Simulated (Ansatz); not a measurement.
A structure relaxed at PBE0-D4/def2-TZVP in Ansatz, charge 0, doublet:

```xyz
5

Li   -0.279   -0.760   -0.892
Li    0.800    0.595    0.676
H    -0.940    0.654    0.081
H     1.343   -0.442   -0.543
H    -0.925   -0.047    0.677
```

Q: Give its formula and point group.

A: Li₂H₃. Point group C2v (tolerance 0.1 Å).

Q: Summarise the bond lengths by kind (pairs closer than 1.2 times the sum of covalent radii, bridged metal pairs left out).

A: 6 × H–Li 1.69 to 1.84 Å.

In the doublet, H3 and H5 lie 0.92 Å apart (atoms count from 1), so these atoms are partly bonded to each other. Another isomer (doublet) lies 0.42 eV lower at PBE0-D4/def2-TZVP; other spin states weren't run for this one.
